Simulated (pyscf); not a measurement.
## Substitution at Si: `[F][Si]([SiH3])([SiH3])[SiH3]` + `[CH3]` [doublet] -> `[F][Si]([SiH3])[SiH3]` [doublet] + `[CH3][SiH3]`

Gas phase, doublet surface, charge 0. Bonds broken: Si2–Si3. Bonds formed: Si3–C15. Structures and frequencies: ωB97X-D3(BJ)/def2-SVP in PySCF.

Transition state (Å):

```xyz
18

F     -1.6338     0.0182     2.7278
Si    -0.9634     0.4966     1.2983
Si     0.2109    -1.3076     0.2578
Si    -2.6607     1.2251    -0.1294
Si     0.5308     2.2426     1.7088
H      0.6338    -0.4871    -0.9240
H      1.2010    -1.5560     1.3513
H     -0.9495    -2.2395     0.1073
H     -2.0128     1.7041    -1.3888
H     -3.5904     0.1065    -0.4665
H     -3.4454     2.3479     0.4639
H      1.6663     1.7829     2.5624
H     -0.1357     3.4033     2.3699
H      1.0745     2.6880     0.3892
C      1.3516    -2.9670    -0.8011
H      1.2332    -3.8242    -0.1285
H      2.3732    -2.5758    -0.8689
H      0.8337    -3.0641    -1.7621
```

One imaginary mode, 497i cm⁻¹; descent along it reached the two sides named.

```json
[
 {"bond": "Si2–Si3", "change": "breaks", "reactant side (Å)": "2.336", "saddle": "2.391", "product side": "3.4"},
 {"bond": "Si3–C15", "change": "forms", "reactant side (Å)": "3.4", "saddle": "2.275", "product side": "1.881"}
]
```

Electronic energies relative to the separated reactants (kcal/mol):

```csv
level,barrier,reaction energy,reverse barrier
ωB97X-D3(BJ)/def2-TZVP,5.8,-16.0,21.8
PBE/def2-TZVP,-0.7,-19.7,19.0
r²SCAN/def2-TZVP,3.1,-16.6,19.7
B3LYP-D3(BJ)/def2-TZVP,4.4,-17.2,21.6
PBE0-D3(BJ)/def2-TZVP,2.5,-17.1,19.7
M06-2X/def2-TZVP,5.8,-20.3,26.1
ωB97M-D3(BJ)/def2-TZVP,6.4,-19.2,25.6
HF/def2-TZVP,24.7,-13.5,38.2
```

With ωB97M-D3(BJ)/def2-TZVP energies and thermal terms (ideal gas, 1 atm, RRHO with modes under 100 cm⁻¹ raised to 100, one conformer, R ln 2 for chiral ones without a mode under 150 cm⁻¹), in kcal/mol:

```json
[
 {"T (K)": "298", "ΔH‡": "7.9", "ΔG‡": "17.8", "ΔH": "-16.7", "ΔG": "-17.6"},
 {"T (K)": "600", "ΔH‡": "7.9", "ΔG‡": "27.9", "ΔH": "-17.8", "ΔG": "-18.1"},
 {"T (K)": "900", "ΔH‡": "8.3", "ΔG‡": "37.8", "ΔH": "-18.3", "ΔG": "-18.2"},
 {"T (K)": "1200", "ΔH‡": "8.8", "ΔG‡": "47.5", "ΔH": "-18.6", "ΔG": "-18.1"}
]
```

At PBE this geometry lies under the reactants; that is no barrier but a single point on another level's saddle; such a level's own saddle, if it has one, lies nearer that side and is low. One saddle was located; it need not be the lowest between these sides. The angle at the attacked Si is 178°.
